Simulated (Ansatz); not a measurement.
Input file:

```yaml
crystal:
  periodic: [false, false, false]
  atoms:
    - {symbol: B, position_ang: [0.000000, 0.000000, 1.051329]}
    - {symbol: Al, position_ang: [0.000000, 0.000000, -0.857484]}
    - {symbol: H, position_ang: [0.000000, 0.000000, 2.234417]}
    - {symbol: H, position_ang: [0.000000, 0.000000, -2.428262]}
basis:
  gaussian: {orbitals: 6-31G}
magnetization: {spin_polarized: true, initial_magnetization: 2}
hamiltonian: {xc: {name: PBE}}
correlation: {method: ccsdt_q_b, electrons: valence}
```

```sh
$ ansatz run in.yaml --threads 1 --pin off --events-out ev --progress --plain --max-ram 2393MiB
```

Problem. Roughly how long does this take on 1 thread of Arm Neoverse V2, shared host, and how much host memory?

Solution. 2.6 s wall and 0.11 GiB.

```
539 factors; integrals over basis functions are off by at most 7.8e-8 eV
mean field evaluation 1: about -7293.2509 eV, gradient 1.8e1 eV
mean field evaluation 2: about -7293.2449 eV, gradient 1.8e1 eV
mean field evaluation 4: about -7295.8527 eV, gradient 5.6e0 eV
mean field evaluation 8: about -7296.2366 eV, gradient 5.1e-2 eV
mean field evaluation 16: about -7296.2367 eV, gradient 1.2e-6 eV
mean field -7296.23665526 eV, -268.1317515141 hartree, gradient 1.2e-6 eV, S^2 2.006658; 0 other end points of the search recorded, 0 dependent functions left out
6 core orbitals not correlated: weight in the atoms' cores, before any rotation towards them, 1.000 or more for the frozen orbitals, at most 0.000 for the correlated occupied ones
reference -7281.68707470 eV, -267.5970642903 hartree; 5, 3 occupied and 15, 17 virtual orbitals, 539 factors
second order -2.11525305 eV of doubles, -0.16900002 eV of singles
cycle   1  -2.63461585 eV  change   -3.6e-1 eV  update   6.1e-2
cycle   2  -2.87224246 eV  change   -2.4e-1 eV  update   2.8e-2
cycle   3  -2.90749976 eV  change   -3.5e-2 eV  update   1.1e-2
cycle   4  -2.91308459 eV  change   -5.6e-3 eV  update   5.2e-3
cycle   5  -2.91515840 eV  change   -2.1e-3 eV  update   2.1e-3
cycle   6  -2.91519325 eV  change   -3.5e-5 eV  update   1.1e-3
cycle   7  -2.91523482 eV  change   -4.2e-5 eV  update   5.1e-4
cycle   8  -2.91542069 eV  change   -1.9e-4 eV  update   2.3e-4
cycle   9  -2.91538149 eV  change    3.9e-5 eV  update   9.0e-5
cycle  10  -2.91534956 eV  change    3.2e-5 eV  update   4.1e-5
cycle  11  -2.91536045 eV  change   -1.1e-5 eV  update   1.8e-5
cycle  12  -2.91536778 eV  change   -7.3e-6 eV  update   8.0e-6
cycle  13  -2.91537381 eV  change   -6.0e-6 eV  update   3.3e-6
cycle  14  -2.91537455 eV  change   -7.4e-7 eV  update   1.4e-6
cycle  15  -2.91537413 eV  change    4.2e-7 eV  update   6.0e-7
perturbative correction -0.00616547 eV, -0.0002265768 hartree
Total energy: -7284.60861429 eV, -267.7044288903 hartree
```
